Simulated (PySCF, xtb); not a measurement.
diphosphorus anion (P₂), SMILES P#P (connectivity only; charge and spin as stated), charge -1, multiplicity 2.

Harmonic wavenumbers (cm⁻¹) from GFN2-xTB (xtb 6.7.1) at its own minimum, in rising order: 778.

Task: What does PySCF with r2SCAN-D4/def2-TZVPD give at its own minimum? (An estimate is asked for; the answer gives what the named calculation found.)

Result: 687. Paired by order, the mean absolute difference is 91 cm⁻¹ and the zero-point energies are 1.1 and 1.0 kcal/mol.
